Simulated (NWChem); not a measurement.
# SO (sulfur oxide): UPBE/6-311+G(d,p)

Aim: the vertical ionisation energy of SO (sulfur oxide) at UPBE/6-311+G**, from 2 runs. 

Program for the calculation: NWChem 7.3.0.

2 further runs of the same task are left out: 2 set aside as unsound or not needed.

## 1. The system as given

The species is SO (2 atoms), meant as a triplet with charge 0. SMILES: `O=S`. Geometry: the measured bond length.

Bond lengths: O1–S2 1.481 Å.

## 2. The energy at UPBE/6-311+G(d,p)

The input, os.nw:

```
start os
title "OS"
memory 2200 mb
charge 0
geometry units au noautosym nocenter noautoz
O    0.00000000   0.00000000   0.00000000
S    0.00000000   0.00000000   2.79884880
end
basis spherical bse
O library 6-311+G**
S library 6-311+G**
end
dft
xc xpbe96 cpbe96
mult 3
grid lebedev 99 14
convergence energy 1e-08
iterations 100
mulliken
print low
end
task dft energy
```

Run with:

```sh
$ nwchem os.nw > os.out
```

The program printed:

```text
Northwest Computational Chemistry Package (NWChem) 7.3.0
             --------------------------------------------------------

           Job information
           ---------------

    nwchem branch   = 7.3.0
    use scalapack   = T
    input           = os.nw
    prefix          = os.
    data base       = ./os.db
    status          = startup
    nproc           =        1

           Memory information
           ------------------

    heap     =     72089600 doubles =      550.0 Mbytes
    stack    =     72089597 doubles =      550.0 Mbytes
    global   =    144179200 doubles =     1100.0 Mbytes (distinct from heap & stack)
    total    =    288358397 doubles =     2200.0 Mbytes
    verify   = yes
    hardfail = no

           Directory information
           ---------------------

  0 permanent = .
  0 scratch   = .

                                NWChem Input Module
                                -------------------

                                        OS
                                        --

                             Geometry "geometry" -> ""
                             -------------------------

 Output coordinates in a.u. (scale by  1.000000000 to convert to a.u.)

  No.       Tag          Charge          X              Y              Z
 ---- ---------------- ---------- -------------- -------------- --------------
    1 O                    8.0000     0.00000000     0.00000000     0.00000000
    2 S                   16.0000     0.00000000     0.00000000     2.79884880

      Atomic Mass
      -----------

      O                 15.994910
      S                 31.972070

 Effective nuclear repulsion energy (a.u.)      45.7330885470

            Nuclear Dipole moment (a.u.)
            ----------------------------
        X                 Y               Z
 ---------------- ---------------- ----------------
     0.0000000000     0.0000000000    44.7815808000

            XYZ format geometry
            -------------------
     2
 geometry
 O                     0.00000000     0.00000000     0.00000000
 S                     0.00000000     0.00000000     1.48108711

 ==============================================================================
                                internuclear distances
 ------------------------------------------------------------------------------
       center one      |      center two      | atomic units |       a.u.
 ------------------------------------------------------------------------------
    2 S                |   1 O                |     2.79885  |     2.79885
 ------------------------------------------------------------------------------
                         number of included internuclear distances:          1
 ==============================================================================

                      Basis "ao basis" -> "" (spherical)
                      -----
  [basis functions not shown]

 Summary of "ao basis" -> "" (spherical)
 ------------------------------------------------------------------------------
       Tag                 Description            Shells   Functions and Types
 ---------------- ------------------------------  ------  ---------------------
 O                         6-311+G**                10       22   5s4p1d
 S                         6-311+G**                14       30   7s6p1d

  pbe96 is a nonlocal functional; adding pw91lda local functional.

                                 NWChem DFT Module
                                 -----------------

                                        OS

  Caching 1-el integrals
   Time after variat. SCF:      0.1

     ---------------------------------------------
      Total Density - Mulliken Population Analysis
     ---------------------------------------------

    Atom       Charge   Shell Charges
 -----------   ------   -------------------------------------------------------
    1 O    8     8.53   1.08  0.91  0.95  1.06  2.15  0.85  1.62 -0.09 -0.01  0.01
    2 S   16    15.47   0.78  1.19  0.95  1.04  1.10  0.94  1.83  4.06  0.82  2.00  0.68  0.04 -0.03  0.09

     --------------------------------------------
      Spin Density - Mulliken Population Analysis
     --------------------------------------------

    Atom       Charge   Shell Charges
 -----------   ------   -------------------------------------------------------
    1 O    8     0.45   0.00  0.00  0.13  0.00  0.25  0.00  0.11  0.00 -0.03  0.00
    2 S   16     1.55   0.00  0.00  0.00  0.00  0.00  0.00  0.02 -0.01  0.26  0.83  0.47  0.00 -0.03  0.01
   Time prior to 1st pass:      0.1

           Memory utilization after 1st SCF pass:
           Heap Space remaining (MW):       38.00            38003624
          Stack Space remaining (MW):       72.09            72089028

   convergence    iter        energy       DeltaE   RMS-Dens  Diis-err    time
 ---------------- ----- ----------------- --------- --------- ---------  ------
 d= 0,ls=0.0,diis     1   -473.0754548410 -5.19D+02  1.23D-02  3.11D-01     0.3
                                                     1.50D-02  3.05D-01
 d= 0,ls=0.0,diis     2   -472.6393430186  4.36D-01  1.01D-02  1.17D+00     0.5
                                                     1.41D-02  1.06D+00
 d= 0,ls=0.0,diis     3   -473.0645728222 -4.25D-01  3.25D-03  2.07D-01     0.7
                                                     3.62D-03  2.27D-01
 d= 0,ls=0.0,diis     4   -473.1461131928 -8.15D-02  1.31D-03  5.07D-03     0.8
                                                     8.95D-04  3.92D-03
 d= 0,ls=0.0,diis     5   -473.1478805815 -1.77D-03  2.21D-04  3.42D-04     1.0
                                                     2.12D-04  3.62D-04
  Resetting Diis
 d= 0,ls=0.0,diis     6   -473.1479771961 -9.66D-05  5.34D-05  3.76D-05     1.2
                                                     5.73D-05  3.30D-05
 d= 0,ls=0.0,diis     7   -473.1479932774 -1.61D-05  3.19D-05  1.26D-06     1.4
                                                     4.02D-05  7.53D-07
 d= 0,ls=0.0,diis     8   -473.1479881845  5.09D-06  2.09D-05  1.26D-05     1.6
                                                     3.30D-05  1.44D-05
 d= 0,ls=0.0,diis     9   -473.1479937304 -5.55D-06  2.47D-06  2.12D-08     1.8
                                                     1.60D-06  7.97D-09
 d= 0,ls=0.0,diis    10   -473.1479937358 -5.35D-09  1.06D-06  5.90D-09     2.0
                                                     7.85D-07  3.10D-09

         Total DFT energy =     -473.147993735789
      One electron energy =     -743.605625053206
           Coulomb energy =      258.715390871901
    Exchange-Corr. energy =      -33.990848101461
 Nuclear repulsion energy =       45.733088546977

 Numeric. integr. density =       23.999999958317

     Total iterative time =      1.9s

     ---------------------------------------------
      Total Density - Mulliken Population Analysis
     ---------------------------------------------

    Atom       Charge   Shell Charges
 -----------   ------   -------------------------------------------------------
    1 O    8     8.19   1.09  0.91  0.94  1.06  1.97  0.88  1.40 -0.06  0.00  0.01
    2 S   16    15.81   0.78  1.19  0.93  1.06  1.16  0.89  1.86  4.01  1.03  2.22  0.52  0.04 -0.02  0.13

     --------------------------------------------
      Spin Density - Mulliken Population Analysis
     --------------------------------------------

    Atom       Charge   Shell Charges
 -----------   ------   -------------------------------------------------------
    1 O    8     0.69  -0.00  0.00  0.21  0.02  0.38 -0.01  0.14 -0.02 -0.03 -0.00
    2 S   16     1.31  -0.00  0.00  0.00 -0.00  0.01  0.02  0.02 -0.01  0.25  0.73  0.29  0.01 -0.02  0.02

     -------------------------------------------
      Total Density - Lowdin Population Analysis
     -------------------------------------------

    Atom       Charge   Shell Charges
 -----------   ------   -------------------------------------------------------
    1 O    8     8.55   1.03  0.95  0.95  0.96  1.94  0.68  1.47  0.18  0.37  0.02
    2 S   16    15.45   0.90  1.09  0.95  1.03  0.88  0.63  2.09  3.62  1.25  2.04  0.58  0.13  0.10  0.16

     ------------------------------------------
      Spin Density - Lowdin Population Analysis
     ------------------------------------------

    Atom       Charge   Shell Charges
 -----------   ------   -------------------------------------------------------
    1 O    8     0.75  -0.00  0.00  0.22  0.01  0.39 -0.00  0.15 -0.00 -0.01  0.00
    2 S   16     1.25  -0.00  0.00  0.00  0.00  0.01  0.00  0.03  0.01  0.28  0.65  0.21 -0.00  0.03  0.03

     --------------------------
     Expectation value of S2:
     --------------------------
      <S2> =      2.0032 (Exact =     2.0000)

 Task  times  cpu:        2.0s     wall:        2.0s
 Total times  cpu:        2.0s     wall:        2.0s
```

Run time: 2.5 s. Hardware: 1 thread of AMD EPYC 9R45 (Zen 5), shared host; peak memory 0.11 GiB.

(Part 1 of 2 ends here.)
